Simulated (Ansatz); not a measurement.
**BH₄+ (triplet): wave-function methods side by side at distance B1–H5 = 2.042 Å, cc-pVDZ**

How much of the correlation energy of BH₄+ (triplet) does each wave-function method recover here?

Computed with Ansatz 0.2.0, Gaussian basis. Level: cc-pVDZ, core rule «outside noble gas», up to 1 orbitals frozen.

Plan: UHF; CCSD(T) on ROHF; CCSD(T) on UHF; BCCD(T) on ROHF; CISD; CCSDT(Q) on ROHF; CCSDT(Q) on UHF; CASSCF and MRCISD+Q, 4 electrons in 4 orbitals; CASSCF and NEVPT2, 4 electrons in 4 orbitals; CASSCF and MRCISD+Q, 6 electrons in 8 orbitals; CASSCF and NEVPT2, 6 electrons in 8 orbitals; Full CI.

17 further runs of the same task are left out: 12 that didn't finish, 5 set aside as unsound or not needed.

## Step 1: What is computed

The geometry derives from a PBE0/def2-TZVP stationary point (not a proven minimum). One bond is set to the value named and the two fragments are kept rigid.

5 atoms, charge 1, spin multiplicity 3.

Atoms are counted from 1 here; the program's logs count them from 0.

Bond lengths: B1–H2 1.256 Å, B1–H3 1.256 Å, B1–H4 1.256 Å. Angles: H2–B1–H3 65.3°, H2–B1–H4 135.2°, H3–B1–H4 135.2°.

As a file:

```xyz
5
BH4
B    -0.02062    0.02069    0.04467
H     0.45186    0.50698    1.10198
H    -0.50641   -0.45020    1.10292
H    -0.49253    0.49209   -1.01960
H     0.76825   -0.77075   -1.66444
```

## Step 2: UHF

File in.yaml:

```yaml
crystal:
  periodic: [false, false, false]
  atoms:
    - {symbol: B, position_ang: [-0.020619, 0.020687, 0.044673]}
    - {symbol: H, position_ang: [0.451855, 0.506981, 1.101977]}
    - {symbol: H, position_ang: [-0.506410, -0.450198, 1.102918]}
    - {symbol: H, position_ang: [-0.492532, 0.492089, -1.019604]}
    - {symbol: H, position_ang: [0.768246, -0.770754, -1.664443]}
basis:
  gaussian: {orbitals: cc-pVDZ}
total_charge: 1
magnetization: {spin_polarized: true, initial_magnetization: 2}
hamiltonian: {xc: hf}
output: {orbitals: {seedname: orbitals}}
```

Started as:

```sh
> ansatz run in.yaml --threads 1 --pin off --events-out ev --progress --plain --max-ram 2393MiB
```

Further steps of the session: CCSD(T) on ROHF; CCSD(T) on UHF; BCCD(T) on ROHF; CISD; CCSDT(Q) on ROHF; CCSDT(Q) on UHF; CASSCF and MRCISD+Q, 4 electrons in 4 orbitals; CASSCF and NEVPT2, 4 electrons in 4 orbitals; CASSCF and MRCISD+Q, 6 electrons in 8 orbitals; CASSCF and NEVPT2, 6 electrons in 8 orbitals; Full CI.

**Question.** What will the summary of the whole plan be? Wanted: FCI below the RHF energy; RMP2 from FCI; UMP2 from FCI; RCCSD from FCI; RCCSD(T) from FCI; UCCSD(T) from FCI; RCCSDT(Q) from FCI; UCCSDT(Q) from FCI; NEVPT2 pair from FCI.

**Answer**, as computed:

| quantity | value |
| --- | --- |
| FCI below the RHF energy | -2.8899 eV |
| RMP2 from FCI | +16.62 kcal/mol |
| UMP2 from FCI | +16.46 kcal/mol |
| RCCSD from FCI | +1.62 kcal/mol |
| RCCSD(T) from FCI | +0.44 kcal/mol |
| UCCSD(T) from FCI | +0.44 kcal/mol |
| RCCSDT(Q) from FCI | 0.00 kcal/mol |
| UCCSDT(Q) from FCI | 0.00 kcal/mol |
| NEVPT2 pair from FCI | +15.96 kcal/mol |
| MRCISD+Q pair from FCI | +0.68 kcal/mol |
| NEVPT2 valence from FCI | +9.39 kcal/mol |
| levels within 1 kcal/mol (43 meV) | RCCSD(T), UCCSD(T), BCCD(T), RCCSDT, UCCSDT, RCCSDT(Q), UCCSDT(Q), MRCISD+Q pair, MRCISD+Q valence |
| T1 diagnostic | 0.034 |
| effectively unpaired electrons | 2.03 |

What this shows: RCCSD(T) misses by +0.44 kcal/mol, 0.7 % of the correlation energy. One determinant dominates. Of the multireference levels listed MRCISD+Q pair comes nearest in total energy (+0.68 kcal/mol), which doesn't show that its space is the better one. These misses are within one basis, not against nature; the frozen cores of restricted and unrestricted runs differ, which can shift their rows.
